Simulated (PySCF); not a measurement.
Species: C4H5F.
Bonds: F1–C2, C2–C3 (double), C3–C4, C4–C5, C3–C5. Hydrogens: H6 on C2; H7, H8 on C4; H9, H10 on C5.

Probes without a nucleus sit at each ring's centroid and 1 Å off its mean plane on both sides; NICS is minus the shielding there, NICSzz its component along the normal. Level: GIAO PBE0/pcSseg-1 (PySCF, non-relativistic, gas phase) on the PBE0-D3(BJ)/def2-SVP geometry, one conformer.

Ring bond lengths (Å), with Mayer bond orders in brackets: C3–C4 1.462 (0.94), C4–C5 1.523 (0.98), C5–C3 1.460 (0.94).

**Question.** What do the NICS probes read (ppm)?

**Answer.** 
```json
{"ring": "C3–C4–C5", "type": "3-membered carbocycle; formal bonds all single", "NICS(0)": "-35.7", "NICS(1), two faces": "-7.7 / -7.7", "NICS(1)zz, two faces": "-20.1 / -20.1", "rms pucker (Å)": "0.00", "centre to ring atoms, mean (Å)": "0.86"}
```

**Question.** What can be read from them?

**Answer.** 
- C3–C4–C5: mean NICS(1)zz -20.1 ppm, shielded. C4, C5 have four or more neighbours, and the NICS criterion for π rings isn't applied. NICS(0) lies 28 ppm below the mean NICS(1).

**Question.** What are the shieldings of the ring atoms and their hydrogens in the same run (means over atoms taken as equivalent)?

**Answer.** 
```tsv
atoms	environment	σ isotropic (ppm)	principal values of the symmetric part, first atom (ppm)
C3	fully substituted alkene carbon	79.5	-10.1, 54.4, 194.1
C4	allylic carbon	180.4	154.5, 168.6, 218.0
C5	allylic carbon	179.1	151.1, 168.1, 218.1
H7 (×2)	methylene hydrogen	30.02	24.9, 26.2, 39.0
H9 (×2)	methylene hydrogen	29.99	25.3, 25.9, 38.8
```

**Question.** How do the values depend on the level or the medium?

**Answer.** 
```tsv
level	NICS(0), C3–C4–C5	mean NICS(1)zz, C3–C4–C5
PBE0/pcSseg-1, gas	-35.7	-20.1
PBE0/pcSseg-2, gas	-36.0	-20.7
```

The geometry is the same throughout.

The run took 6.4 s wall on Arm Neoverse V1, one thread (shared host). This is the whole shielding run at PBE0/pcSseg-1, SCF included.
